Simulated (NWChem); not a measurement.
All runs are NWChem calculations. System: nitrogen trifluoride (F₃N), charge 0, spin multiplicity 1, at a geometry optimised with B3LYP/def2-SVP. Level: TPSS/def2-TZVP.

Job file:

```
start mol
memory heap 200 mb stack 900 mb global 1100 mb
geometry units angstroms nocenter noautoz
  F      0.616153    -0.118856     1.065783
  N     -0.003236     0.474531     0.000000
  F      0.616153    -0.118856    -1.065783
  F     -1.229789    -0.131368     0.000000
  symmetry group Cs
end
basis spherical
  * library def2-tzvp
end
dft
  xc xtpss03 ctpss03
  semidirect memsize 60000000 filesize 0
  iterations 100
  grid fine
end
task dft energy
```

NWChem printed:

```
             Northwest Computational Chemistry Package (NWChem) 7.3.0
             --------------------------------------------------------

                                NWChem Input Module
                                -------------------

 Scaling coordinates for geometry "geometry" by  1.889725989
 (inverse scale =  0.529177249)

 Turning off AUTOSYM since
 SYMMETRY directive was detected!

                             Geometry "geometry" -> ""
                             -------------------------

 Output coordinates in angstroms (scale by  1.889725989 to convert to a.u.)

  No.       Tag          Charge          X              Y              Z
 ---- ---------------- ---------- -------------- -------------- --------------
    1 F                    9.0000     0.61615300    -0.11885600     1.06578300
    2 N                    7.0000    -0.00323600     0.47453100     0.00000000
    3 F                    9.0000     0.61615300    -0.11885600    -1.06578300
    4 F                    9.0000    -1.22978900    -0.13136800     0.00000000

 Effective nuclear repulsion energy (a.u.)     133.4330224052

            Nuclear Dipole moment (a.u.)
            ----------------------------
        X                 Y               Z
 ---------------- ---------------- ----------------
     0.0000018897    -0.0000056692     0.0000000000

      Symmetry information
      --------------------

 Group name             Cs
 Group number              2
 Group order               2
 No. of unique centers     3

      Symmetry unique atoms

     1    2    4


 Summary of "ao basis" -> "" (spherical)
 ------------------------------------------------------------------------------
       Tag                 Description            Shells   Functions and Types
 ---------------- ------------------------------  ------  ---------------------
 *                         def2-tzvp                  on all atoms

                                 NWChem DFT Module
                                 -----------------

 Summary of "ao basis" -> "ao basis" (spherical)
 ------------------------------------------------------------------------------
[...]
              MO Center= -2.1D-03,  3.1D-01, -1.3D-15, r^2= 1.6D+00
   Bfn.  Coefficient  Atom+Function         Bfn.  Coefficient  Atom+Function
  ----- ------------  ---------------      ----- ------------  ---------------
    36      0.363118  2 N  s                 38      0.298700  2 N  py
    35      0.266449  2 N  s                 41      0.241518  2 N  py
     7     -0.234455  1 F  py                69     -0.234455  3 F  py
   100     -0.234898  4 F  py                10     -0.187724  1 F  py
    72     -0.187724  3 F  py               103     -0.188114  4 F  py

 Vector   18  Occ=0.000000D+00  E=-2.580984D-02  Symmetry=a'
              MO Center=  1.6D-03,  3.2D-02, -2.1D-13, r^2= 1.4D+00
   Bfn.  Coefficient  Atom+Function         Bfn.  Coefficient  Atom+Function
  ----- ------------  ---------------      ----- ------------  ---------------
    35      0.665914  2 N  s                 36      0.448642  2 N  s
    41     -0.387997  2 N  py                38     -0.378625  2 N  py
    44     -0.369026  2 N  py               105     -0.277044  4 F  px
     5     -0.274023  1 F  s                 67     -0.274023  3 F  s
    98     -0.272612  4 F  s                 34      0.263990  2 N  s

 Vector   19  Occ=0.000000D+00  E=-2.189853D-02  Symmetry=a"
              MO Center=  1.2D-01,  3.1D-01,  6.3D-12, r^2= 1.4D+00
   Bfn.  Coefficient  Atom+Function         Bfn.  Coefficient  Atom+Function
  ----- ------------  ---------------      ----- ------------  ---------------
    45      0.573596  2 N  pz                39      0.487084  2 N  pz
    42      0.476273  2 N  pz                 5     -0.341910  1 F  s
    67      0.341910  3 F  s                 12      0.176742  1 F  px
    74     -0.176742  3 F  px                13     -0.172879  1 F  py
    75      0.172879  3 F  py                14      0.158486  1 F  pz

 Vector   20  Occ=0.000000D+00  E=-2.188010D-02  Symmetry=a'
              MO Center= -1.2D-01,  3.1D-01, -6.0D-12, r^2= 1.4D+00
   Bfn.  Coefficient  Atom+Function         Bfn.  Coefficient  Atom+Function
  ----- ------------  ---------------      ----- ------------  ---------------
    43      0.573625  2 N  px                37      0.487065  2 N  px
    40      0.476262  2 N  px                98      0.395543  4 F  s
   105      0.259187  4 F  px                99      0.207072  4 F  px
   106      0.202878  4 F  py                 5     -0.196733  1 F  s
    67     -0.196733  3 F  s                100      0.181924  4 F  py

 center of mass
 --------------
 x =   0.00006668 y =  -0.00976929 z =   0.00000000

 moments of inertia (a.u.)
 ------------------
         168.469461229493          -0.946893313138           0.000000000000
          -0.946893313138         308.249117563761           0.000000000000
           0.000000000000           0.000000000000         168.462061485783

     Multipole analysis of the density
     ---------------------------------

     L   x y z        total         alpha         beta         nuclear
     -   - - -        -----         -----         ----         -------
     0   0 0 0      0.000000    -17.000000    -17.000000     34.000000

     1   1 0 0     -0.000326     -0.000164     -0.000164      0.000002
     1   0 1 0      0.036735      0.018370      0.018370     -0.000006
     1   0 0 1      0.000000      0.000000      0.000000      0.000000

     2   2 0 0    -14.992708    -44.001744    -44.001744     73.010780
     2   1 1 0     -0.000032     -0.223283     -0.223283      0.446535
     2   1 0 1      0.000000      0.000000      0.000000      0.000000
     2   0 2 0    -14.988199    -11.039911    -11.039911      7.091624
     2   0 1 1     -0.000000     -0.000000     -0.000000      0.000000
     2   0 0 2    -14.992862    -44.003566    -44.003566     73.014271

 Task  times  cpu:        8.7s     wall:        8.7s

 Total times  cpu:        8.8s     wall:        8.8s
```
